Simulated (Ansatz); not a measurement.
# CH5 (doublet): wave-function methods side by side at distance H1–H2 along a hydrogen transfer = 1.229 Å, cc-pVTZ

One table from this session's results is given with a row withheld; the runs are named, their logs left out.

Computed with Ansatz 0.2.0, Gaussian basis. Level: cc-pVTZ, core rule «outside noble gas», up to 1 orbitals frozen.

The runs, in order: UHF; CCSD(T) on ROHF; CCSD(T) on UHF; BCCD(T) on ROHF; CISD; CCSDT(Q) on ROHF; CCSDT(Q) on UHF; CASSCF and NEVPT2, 3 electrons in 3 orbitals; CASSCF and NEVPT2, 9 electrons in 9 orbitals.

### The system

The geometry derives from fragments relaxed apart (PBE0/def2-TZVP) and kept rigid, so it is no stationary point. A hydrogen atom is moved between rigid fragments.

6 atoms, charge 0, spin multiplicity 2.

Atoms are counted from 1 here; the program's logs count them from 0.

Bond lengths: H2–C3 1.090 Å, C3–H4 1.080 Å, C3–H5 1.080 Å, C3–H6 1.080 Å. Angles: H2–C3–H4 90.0°, H2–C3–H5 90.0°, H2–C3–H6 90.0°, H4–C3–H5 120.0°, H4–C3–H6 120.0°, H5–C3–H6 120.0°.

Set-up of the first run:

The input, in.yaml:

```yaml
crystal:
  periodic: [false, false, false]
  atoms:
    - {symbol: H, position_ang: [-2.117476, 0.000000, 0.000000]}
    - {symbol: H, position_ang: [-0.888476, 0.000000, 0.000000]}
    - {symbol: C, position_ang: [0.201524, 0.000000, 0.000000]}
    - {symbol: H, position_ang: [0.201524, -1.080023, 0.000000]}
    - {symbol: H, position_ang: [0.201524, 0.540011, 0.935327]}
    - {symbol: H, position_ang: [0.201524, 0.540012, -0.935327]}
basis:
  gaussian: {orbitals: cc-pVTZ}
magnetization: {spin_polarized: true, initial_magnetization: 1}
hamiltonian: {xc: hf}
output: {orbitals: {seedname: orbitals}}
```

Run with:

```
> ansatz run in.yaml --threads 1 --pin off --events-out ev --progress --plain --max-ram 2816MiB --backend cpu
```

Steps of the session up to this table: UHF; CCSD(T) on ROHF; CCSD(T) on UHF; BCCD(T) on ROHF; CISD; CCSDT(Q) on ROHF; CCSDT(Q) on UHF; CASSCF and NEVPT2, 3 electrons in 3 orbitals; CASSCF and NEVPT2, 9 electrons in 9 orbitals.

One of the session's tables, all rows but one given; the rest of the session is left out.

| method | from UCCSDT(Q) (kJ/mol) |
| --- | --- |
| ROHF | +639.6 |
| UHF | +630.5 |
| RMP2 | +78.0 |
| UMP2 | +78.0 |
| CISD | +53.2 |
| RCCSD | +21.6 |
| UCCSD | +21.3 |
| RCCSD(T) | +1.8 |
| UCCSD(T) | +1.9 |
| BCCD(T) | +1.8 |
| RCCSDT | +0.6 |
| UCCSDT | +0.6 |
| RCCSDT(Q) | 0.0 |
| UCCSDT(Q) | 0 |
| CASSCF pair | +592.3 |
| NEVPT2 pair | +78.2 |
| CASSCF valence | ? |
| NEVPT2 valence | +91.8 |

Q: Estimate the row for CASSCF valence from the others.

As computed: from UCCSDT(Q) (kJ/mol): +410.6. In the column «from UCCSDT(Q) (kJ/mol)» it lies between NEVPT2 valence (+91.8) and CASSCF pair (+592.3).

To keep in mind: Restricted and unrestricted rows rest on different reference determinants; where their highest levels disagree by more than a few hundredths of an eV, they describe different states and don't form one ladder.
